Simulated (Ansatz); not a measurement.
Task: harmonic frequencies at the relaxed geometry of C3H4FN, SMILES C=N/C=C/F, with Ansatz 0.2.0, Python API. Give the script and its output. Settings (for the species named): Hartree-Fock, def2-SVP basis, multiplicity 1.

```xyz
9

C    -1.8062    0.0416    0.0485
N    -0.6922   -0.6047   -0.0231
C     0.4448    0.1569   -0.0007
C     1.6597   -0.3863   -0.0680
F     2.7735    0.3682   -0.0455
H    -1.8862    1.1405    0.1245
H    -2.7556   -0.5177    0.0350
H     0.3741    1.2403    0.0740
H     1.8882   -1.4387   -0.1446
```

The script, `c3h4fn.py`:
```python
"""Harmonic frequencies of C3H4FN at its relaxed geometry."""

import itertools

import ansatz as az
from ase import Atoms
from ase.data import atomic_numbers, covalent_radii
import numpy as np

atoms = Atoms(["C", "N", "C", "C", "F", "H", "H", "H", "H"], positions=[
    [-1.8062, 0.0416, 0.0485],
    [-0.6922, -0.6047, -0.0231],
    [0.4448, 0.1569, -0.0007],
    [1.6597, -0.3863, -0.068],
    [2.7735, 0.3682, -0.0455],
    [-1.8862, 1.1405, 0.1245],
    [-2.7556, -0.5177, 0.035],
    [0.3741, 1.2403, 0.074],
    [1.8882, -1.4387, -0.1446],
])
system = az.Crystal.molecule_from_ase(atoms)

model = (
    system.calculation()
    .basis(gaussian="def2-SVP")
    .functional("HF")
)
symbols = [site.symbol for site in system.cartesian_sites]
start = np.array([site.position_ang for site in system.cartesian_sites], dtype=float)
summary = model.relax(force_tolerance=0.003).run().report
end = np.array(summary["positions_ang"])

# pairs closer than 1.2 times the sum of covalent radii, before or after
radius = [covalent_radii[atomic_numbers[s]] for s in symbols]
span = lambda where, i, j: np.linalg.norm(where[i] - where[j])
bonded = [(i, j) for i, j in itertools.combinations(range(len(symbols)), 2) if min(span(start, i, j), span(end, i, j)) < 1.2 * (radius[i] + radius[j])]
print("pair        before    after (A)")
for i, j in bonded:
    print(f"{symbols[i]}{i}-{symbols[j]}{j}".ljust(10), f"{span(start, i, j):8.4f} {span(end, i, j):8.4f}")

# frequencies need a stationary point, so they are taken at the relaxed geometry
minimum = az.Crystal.molecule()
for symbol, place in zip(symbols, end):
    minimum = minimum.atom(symbol, place.tolist())
vibrating = (
    minimum.calculation()
    .basis(gaussian="def2-SVP")
    .functional("HF")
    .phonons(temperatures=(298.15, 498.15, 100))
)
vib = vibrating.run().report["vibrations"]
sums = vib["harmonic_sums"]
modes = [m["omega_inv_cm"] for m in sums["modes_at_gamma"] if m["rigid_motion"] == "no"]
print("frequencies (1/cm):", " ".join(f"{w:.0f}" for w in modes))
print("imaginary modes:", sum(w < 0 for w in modes), " zero-point energy:", round(sums["zero_point_energy_ev"], 4), "eV")
print("T (K)   F_vib (eV)   S_vib (meV/K)   C_vib (meV/K)")
for row in zip(sums["temperatures_k"], sums["vibrational_free_energy_ev"], vib["entropy_ev_per_k"], vib["heat_capacity_ev_per_k"]):
    print(f"{row[0]:6.1f} {row[1]:11.4f} {1000 * row[2]:13.4f} {1000 * row[3]:15.4f}")
```

```console
$ python c3h4fn.py
pair        before    after (A)
C0-N1        1.2899   1.2510
C0-H5        1.1044   1.0934
C0-H6        1.1020   1.0859
N1-C2        1.3687   1.3945
C2-C3        1.3325   1.3193
C2-H7        1.0883   1.0876
C3-F4        1.3455   1.3162
C3-H8        1.0796   1.0798
frequencies (1/cm): 157 238 370 538 565 777 1006 1045 1174 1181 1280 1359 1402 1420 1612 1902 1924 3211 3302 3345 3415
imaginary modes: 0  zero-point energy: 1.9357 eV
T (K)   F_vib (eV)   S_vib (meV/K)   C_vib (meV/K)
 298.1      1.8999        0.3098          0.4285
 398.1      1.8616        0.4569          0.5964
 498.1      1.8084        0.6077          0.7515
```

The frequencies are harmonic and unscaled, in a modest basis. Hardware and time: 70 s on 1 thread of Arm Neoverse V2, with other jobs on the host, peak memory 0.24 GiB.
